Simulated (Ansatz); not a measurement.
Elements on the sites of an ideal bcc lattice, at a guessed lattice constant:

```yaml
crystal:
  lattice:
    - [6.93615, 0.00000, 0.00000]
    - [0.00000, 6.93615, 0.00000]
    - [0.00000, 0.00000, 6.93615]
  atoms:
    - { symbol: Mg, position: [0.00000, 0.00000, 0.00000] }
    - { symbol: Mg, position: [0.50000, 0.00000, 0.00000] }
    - { symbol: Mg, position: [0.00000, 0.50000, 0.00000] }
    - { symbol: Mg, position: [0.00000, 0.00000, 0.50000] }
    - { symbol: Mg, position: [0.25000, 0.25000, 0.25000] }
    - { symbol: Mg, position: [0.50000, 0.50000, 0.00000] }
    - { symbol: Mg, position: [0.75000, 0.25000, 0.25000] }
    - { symbol: Mg, position: [0.00000, 0.50000, 0.50000] }
    - { symbol: Mg, position: [0.25000, 0.75000, 0.25000] }
    - { symbol: Mg, position: [0.25000, 0.25000, 0.75000] }
    - { symbol: Mg, position: [0.50000, 0.50000, 0.50000] }
    - { symbol: Mg, position: [0.25000, 0.75000, 0.75000] }
    - { symbol: Mg, position: [0.75000, 0.75000, 0.75000] }
    - { symbol: Cu, position: [0.50000, 0.00000, 0.50000] }
    - { symbol: Cu, position: [0.75000, 0.75000, 0.25000] }
    - { symbol: Cu, position: [0.75000, 0.25000, 0.75000] }
```

Cell and atoms were relaxed without symmetry on coarser meshes and computed once more. Method: Ansatz, DFT PBE, scalar-relativistic, plane waves, PAW.

Settings: cutoff 420 eV, Γ-centred mesh 5×5×5 on the computed 16-atom cell, Gaussian smearing of 0.10 eV; no spin polarisation.

The relaxation ran on 2×2×2 (shifted) and then 3×3×3 k points with a smearing of 0.1 eV, from sites shaken by 0.02 Å.

Problem. What does the relaxation give?

Solution. A volume of 19.99 Å³/atom and no gap on the mesh. It lies 0.02 eV/atom above the elements' standard states (static lattices, no corrections for gases). The atoms leave their sites by 0.41 Å (root mean square) and 0.56 Å at most, and the cell stretches by up to 6.7 % at fixed volume.

```
Mg Cu
1.0
     6.46421    0.01140    0.01139
     0.01331    7.03806    0.26008
     0.01331    0.26008    7.03806
Mg Cu
13 3
Direct
  0.99070 0.96050 0.98425
  0.52352 0.97848 0.93958
  0.98636 0.52872 0.02856
  0.95556 0.04080 0.54064
  0.25292 0.21342 0.23821
  0.51229 0.52724 0.02708
  0.73390 0.19196 0.21462
  0.99070 0.48441 0.46034
  0.30136 0.79423 0.29407
  0.24163 0.27342 0.77326
  0.52352 0.43974 0.47832
  0.25292 0.73837 0.71326
  0.73390 0.71479 0.69180
  0.50881 0.03956 0.53940
  0.73634 0.78730 0.28714
  0.76555 0.29177 0.79161
```

The final mesh leaves forces up to 0.03 eV/Å and stresses up to 1.2 GPa: the relaxation ran on a coarser mesh, so the cell's shape, its bonds and its energy belong partly to that mesh.